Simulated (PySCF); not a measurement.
A species of formula C3H5FOS has this rotational fingerprint, computed with PBE0-D3(BJ)/def2-SVP geometry optimisation, gas phase (PySCF 2.14.0):

* Rotational constants: A = 6204, B = 1620, C = 1432 MHz
* Dipole components: |μa| = 0.57 D, |μb| = 3.14 D, |μc| = 0.49 D
* Inertial defect: -40.56 u·Å²
* κ: -0.92

Question: Which candidate fits, each taken in the one conformer that was computed?
A. `[O:1]=[S@@:2]1[CH2:3][CH2:4][C@H:5]1[F:6]` with O1–S2–C3–C4 -131°, S2–C3–C4–C5 29°, C3–C4–C5–F6 -150°, O1–S2–C5–C4 132°
B. `[CH3:1][S@:2](=[O:3])/[CH:4]=[CH:5]/[F:6]` with C1–S2–C4–C5 116°
C. `[O:1]=[S@@:2]1[CH2:3][CH2:4][C@@H:5]1[F:6]` with O1–S2–C3–C4 -78°, S2–C3–C4–C5 -29°, C3–C4–C5–F6 147°, O1–S2–C5–C4 78°

Answer: B. It is C[S@](=O)/C=C/F, a near-prolate asymmetric top, point group C1. The candidates at the same level (rigid rotor, commonest isotopes):

| SMILES | A (MHz) | B (MHz) | C (MHz) | μa (D) | μb (D) | μc (D) | Δ (u·Å²) | point group | rotor |
| --- | --- | --- | --- | --- | --- | --- | --- | --- | --- |
| O=[S@@]1CC[C@@H]1F | 4111 | 3069 | 2199 | 0.66 | 3.90 | 2.11 | -57.82 | C1 | asymmetric top |
| C[S@](=O)/C=C/F | 6204 | 1620 | 1432 | 0.57 | 3.14 | 0.49 | -40.56 | C1 | near-prolate asymmetric top |
| O=[S@@]1CC[C@H]1F | 4492 | 2728 | 1902 | 2.19 | 3.34 | 0.24 | -32.07 | C1 | asymmetric top |

`O=[S@@]1CC[C@@H]1F` has B 89 % too high; `O=[S@@]1CC[C@H]1F` has B 68 % too high. No structure here is proved a minimum.
